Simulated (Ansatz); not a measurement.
Two shapes of singlet SiH4.

Shape 1:

```xyz
5

Si    0.0000    0.0000    0.0000
H     0.8619    0.8619    0.8619
H     0.8619   -0.8619   -0.8619
H    -0.8619    0.8619   -0.8619
H    -0.8619   -0.8619    0.8619
```

Shape 2:

```xyz
5

Si    0.0000    0.0000    0.0000
H     0.7929    0.7929    0.7929
H     0.7929   -0.7929   -0.7929
H    -0.7929    0.7929   -0.7929
H    -0.7929   -0.7929    0.7929
```

Basis set: cc-pVTZ (spherical functions). Correlated methods keep 5 orbitals frozen. Charge 0, multiplicity 1.

Computed with Ansatz (development build ahead of 0.2.0); each method stands on the lowest determinant of its kind that the runs found.

Problem. Which shape is lower in energy, and by how much in each method?

Solution.

| method | E(2) − E(1) (eV) |
| --- | --- |
| RHF | 0.504 |
| RHF-MP2 | 0.484 |

Shape 1 is lower.
